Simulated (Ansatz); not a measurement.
1T (CdI2-type) ZrSe2, treated with rVV10 (plane waves, PAW; Ansatz, a first-principles code).

Run with plane-wave cutoff 520 eV, 12×12×6 k mesh (along the axes of the cell as run), Fermi–Dirac smearing 0.01 eV, scalar-relativistic PAW data made under PBE.

The cell is scaled about its equilibrium volume:

Shape and atoms are relaxed at each volume.

| V (Å³/atom) | P (GPa) | direct gap at Γ (eV) | smallest gap on the k mesh (eV) | c (Å) |
|---|---|---|---|---|
| 24.995 | 1.56 | 0.854 | 0.036 | 6.035 |
| 25.515 | 0.71 | 0.909 | 0.133 | 6.105 |
| 26.036 | 0.00 | 0.966 | 0.228 | 6.178 |
| 26.557 | -0.58 | 1.027 | 0.322 | 6.257 |
| 27.077 | -1.03 | 1.087 | 0.411 | 6.342 |

The fundamental gap (0.23 eV at the equilibrium volume, with added k points) lies elsewhere than Γ–Γ.

Measured, for comparison: band gap 1.18 eV (temperature not stated, no zero-point or thermal correction, fundamental, indirect, our sources range from 0.90 to 1.20; as tabulated in Rybak et al. (2022), arXiv:2210.12074).

Note: the bulk modulus comes from volumes at which shape and atoms were relaxed.

Spin–orbit coupling is not included.
